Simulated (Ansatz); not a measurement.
```yaml
crystal:
  periodic: [false, false, false]
  atoms:
    - {symbol: F, position_ang: [-1.028024, -0.996549, -0.008849]}
    - {symbol: Ga, position_ang: [-0.880669, 1.188662, 0.009969]}
    - {symbol: Ga, position_ang: [1.160789, -0.917118, -0.007558]}
basis:
  gaussian: {orbitals: def2-TZVP}
magnetization: {spin_polarized: true, initial_magnetization: 1}
hamiltonian: {xc: pbe0}
relax: {f_tol: 0.004, max_steps: 80}
```

```sh
$ ansatz run in.yaml --threads 1 --pin off --events-out ev --progress --plain --max-ram 2176MiB
```

Steps of the relaxation (energy above the last step; positions in Å, forces in eV/Å):

```
3
step 1, 179.1 meV
F    -1.028   -0.997   -0.009    0.996    0.965    0.009
Ga   -0.881    1.189    0.010   -0.021   -0.974   -0.008
Ga    1.161   -0.917   -0.008   -0.975    0.009    0.000
```

```
3
step 2, 38.2 meV
F    -0.989   -0.958   -0.009    0.517    0.501    0.004
Ga   -0.859    1.127    0.009   -0.146   -0.366   -0.003
Ga    1.100   -0.894   -0.007   -0.371   -0.135   -0.001
```

```
3
step 3, 0.9 meV
F    -0.930   -0.902   -0.008   -0.076   -0.074   -0.001
Ga   -0.901    1.112    0.009   -0.020    0.096    0.001
Ga    1.083   -0.935   -0.008    0.096   -0.023    0.000
```

```
3
step 4, 0.0 meV
F    -0.933   -0.905   -0.008    0.002    0.002    0.000
Ga   -0.905    1.119    0.009    0.001   -0.002    0.000
Ga    1.090   -0.939   -0.008   -0.002    0.001    0.000
```

Close pairs at the end: F1–Ga3 2.024 Å, F1–Ga2 2.024 Å, Ga2–Ga3 2.866 Å.

A stationary point of unrestricted PBE0 after 4 steps, with ⟨S²⟩ = 0.759 against 0.75 for a pure state; no frequencies were run, so it isn't proven a minimum. 47 s on 1 thread of Arm Neoverse V1, shared host.
